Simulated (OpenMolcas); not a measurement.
A ladder of methods for SiH4O (Si(OH)H3)

SiH4O has 6 atoms, charge 0, and is taken as a singlet. As SMILES, `[H][Si]([H])([H])O`. Geometry: relaxed at GFN2-xTB.

```xyz
6

Si   -0.0599   -0.1150   -0.4079
O    -0.0595   -0.0919    1.2171
H     0.3273    0.6209    1.7173
H     1.3132   -0.1128   -0.9169
H    -0.7604    1.0584   -0.9332
H    -0.7606   -1.3597   -0.6764
```

Each level gives the energy change with the O2–H3 bond stretched from 0.953 to 2.382 Å (eV). The values are calculated.

```
                     level                   kind     program  value (eV)  less FCI/STO-3G  CPU time (all runs)
    HF/STO-3G (restricted)           Hartree–Fock  OpenMolcas        9.98            +5.80                3.1 s
 SVWN5/STO-3G (restricted)                    LDA  OpenMolcas        6.46            +2.28                 12 s
M06-2X/STO-3G (restricted)        hybrid meta-GGA  OpenMolcas        7.87            +3.69                 22 s
  PBE0/STO-3G (restricted)          global hybrid  OpenMolcas        7.18            +3.00                 17 s
        CASSCF(2,2)/STO-3G         multireference  OpenMolcas        4.00            -0.18                3.4 s
     SC-NEVPT2(2,2)/STO-3G         multireference  OpenMolcas        4.23            +0.05                3.2 s
  CISD/STO-3G (restricted)  coupled cluster or CI  OpenMolcas        5.03            +0.85                3.6 s
                FCI/STO-3G     exact in the basis  OpenMolcas        4.18             0.00                 97 s
```

FCI/STO-3G is exact within its basis and frozen core, so for wave-function methods in that basis the difference is their error; functionals converge differently with the basis, so for them it is only a difference. Spin-restricted single references rise too steeply as a bond breaks, Hartree–Fock most of all. Perturbation and coupled-cluster corrections on them can overshoot downwards. The first shape isn't each level's own minimum. The values span 4.00 to 9.98 eV. All rows use very small basis sets, so even the best lies far from the true value. CPU times are rough (shared hosts, several kinds of processor): they show what a rung costs within a factor of a few.
